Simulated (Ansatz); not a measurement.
Correlation energies of `FCCCCl` by basis set

Cartesian coordinates in Å:
```
F 1.7575 -0.3281 0.9219
C 0.6659 0.5254 0.9649
C -0.0297 0.5309 -0.3720
C -0.5759 -0.8184 -0.7803
Cl -1.8976 -1.3546 0.2970
H 1.0339 1.5235 1.2176
H 0.0007 0.1737 1.7581
H 0.6811 0.8543 -1.1409
H -0.8376 1.2683 -0.3451
H -0.9925 -0.7880 -1.7856
H 0.1943 -1.5869 -0.7353
```

Charge 0, multiplicity 1. The structure was optimised at the PBE0-D4/def2-TZVP level. It is one conformer, not always the lowest. Frozen core, restricted reference, Ansatz. CBS rows extrapolate triple and quadruple zeta; past MP2 they add the triple-zeta difference.

```json
{"basis": "def2-TZVPP", "HF (Eh)": "-676.13702", "MP2 corr.": "-0.95714", "CCSD corr.": "-1.00427", "(T)": "-0.03768", "CCSD(T) total": "-677.17897"}
{"basis": "def2-QZVPP", "HF (Eh)": "-676.15959", "MP2 corr.": "-1.03438", "CCSD corr.": "–", "(T)": "–", "CCSD(T) total": "–"}
{"basis": "CBS(def2)", "HF (Eh)": "-676.16270", "MP2 corr.": "-1.09160", "CCSD corr.": "-1.13873", "(T)": "as TZ", "CCSD(T) total": "-677.33911"}
```
